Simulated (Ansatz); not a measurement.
AlH2(NH2) (AlNH4). The state is a singlet with charge 0. Geometry r2SCAN-D4/def2-TZVP.

```xyz
6

Al    0.430    0.691   -0.164
H    -0.138    2.061    0.387
H     1.756    0.551   -1.017
N    -0.483   -0.780    0.188
H    -0.223   -1.708   -0.110
H    -1.341   -0.816    0.717
```

Task: Estimate the orbital energies around the gap (eV) in Ansatz with PBE-D4/def2-TZVP, r2SCANh-D4/def2-TZVP, PBE0-D4/def2-SVP, CAM-B3LYP-D4/def2-TZVP, ωB97X-V/def2-TZVP.

Result: 
```csv
orbital,PBE-D4/def2-TZVP,r2SCANh-D4/def2-TZVP,PBE0-D4/def2-SVP,CAM-B3LYP-D4/def2-TZVP,ωB97X-V/def2-TZVP
HOMO−9,-106.40,-112.32,-113.24,-113.95,-114.98
HOMO−8,-68.51,-72.10,-73.42,-74.69,-75.50
HOMO−7,-68.28,-71.88,-73.24,-74.49,-75.29
HOMO−6,-68.26,-71.87,-73.22,-74.48,-75.27
HOMO−5,-20.50,-22.48,-22.74,-24.64,-25.94
HOMO−4,-11.74,-12.72,-13.26,-14.83,-15.92
HOMO−3,-10.68,-11.63,-12.23,-13.89,-15.01
HOMO−2,-8.23,-9.10,-9.56,-11.13,-12.20
HOMO−1,-7.02,-7.81,-8.24,-9.75,-10.80
HOMO,-6.22,-6.99,-7.42,-9.01,-10.05
LUMO,-1.39,-0.76,-0.45,0.27,1.24
LUMO+1,-0.26,0.60,1.02,1.32,2.34
LUMO+2,0.66,1.44,1.79,2.38,3.38
LUMO+3,1.87,3.02,3.40,3.22,4.19
LUMO+4,1.88,3.02,3.61,3.50,4.61
LUMO+5,2.27,3.30,3.75,4.19,5.30
```
